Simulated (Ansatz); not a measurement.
**Property card for Ba₂Bi₃**

Method: DFT r2SCAN, scalar-relativistic, plane waves, PAW (Ansatz 0.2.0).

Plane waves to 500 eV, a k mesh through Γ of 10×10×10 on the computed 5-atom cell and Gaussian smearing (0.10 eV); no spin polarisation.

The structure is relaxed at this level of theory with its symmetry kept.

It takes space group Immm (No. 71, orthorhombic). Conventional cell: a = 4.814 Å, b = 7.976 Å, c = 10.251 Å, α = 90.00°, β = 90.00°, γ = 90.00°. Around Ba (site symmetry mm2) lie 8 Bi at 3.68 to 3.71 Å. Bi (site symmetry mmm) is surrounded by 4 Bi at 3.37 Å and 4 Ba at 3.71 Å. Bi (site symmetry m2m) has 3 Bi at 3.25 to 3.37 Å and 6 Ba at 3.68 to 3.70 Å as nearest neighbours.

```json
{"Volume per atom": "39.36 Å³", "Formation energy from the elements' standard states (uncorrected)": "-0.936 eV/atom", "Generalised Kohn–Sham band gap": "none (metal)", "Density of states at the Fermi level": "2.41 states/eV per cell", "Löwdin character within 0.5 eV of the Fermi level": "Bi 6p 81 %, unprojected 14 %", "Bader charges (e)": "Ba (2 in the cell) 1.27, Bi (1 in the cell) -0.56, Bi (2 in the cell) -0.99"}
```

Spin-orbit coupling is left out, which matters for the bands of heavy elements.